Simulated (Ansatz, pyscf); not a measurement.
`[O]=[B][OH]` + `[H]` [doublet] -> `[OH][B][OH]` [doublet], an addition on the doublet surface: none broken, H–O formed. Structures and frequencies: ωB97X-D3(BJ)/def2-SVP in PySCF. Wave-function energies: Ansatz (a quantum-chemistry and plane-wave program), frozen core, RHF or UHF references. In kJ/mol, from the separated reactants.

```json
[
 {"level": "PBE/def2-TZVP", "barrier": "25.54", "reaction energy": "-107.03"},
 {"level": "ωB97X-D3(BJ)/def2-TZVP", "barrier": "67.79", "reaction energy": "-106.77"},
 {"level": "CCSD(T)/cc-pV(D+d)Z", "barrier": "78.45", "reaction energy": "-91.68"},
 {"level": "CCSDT(Q)/cc-pV(D+d)Z", "barrier": "[?]", "reaction energy": "[?]"},
 {"level": "CCSD(T)/cc-pV(T+d)Z", "barrier": "67.09", "reaction energy": "-110.07"},
 {"level": "CCSD(T)/cc-pV(Q+d)Z", "barrier": "[?]", "reaction energy": "-110.44"}
]
```

Problem. What belongs in the gaps?

Solution. 
- CCSDT(Q)/cc-pV(D+d)Z, barrier: 77.07
- CCSDT(Q)/cc-pV(D+d)Z, reaction energy: -90.93
- CCSD(T)/cc-pV(Q+d)Z, barrier: 64.30

In cc-pV(D+d)Z, going from CCSD(T) to CCSDT(Q) shifts the barrier by -1.38 and the reaction energy by +0.75 kJ/mol. With HF in the quadruple-zeta basis and the correlation energy extrapolated as X⁻³ from X = 3, 4, CCSD(T) gives 63.90 and -110.60; adding the double-zeta shift gives ΔE‡ = 62.52 and ΔE = -109.85 kJ/mol, without core correlation, relativity or geometry relaxation at these levels. On the product side the descent ends in a point that may be a rotor saddle (no frequency run), 20.38 kJ/mol over the lowest minimum found and 154.17 kJ/mol under the saddle at ωB97X-D3(BJ)/def2-TZVP. One saddle was located; it need not be the lowest between these sides.
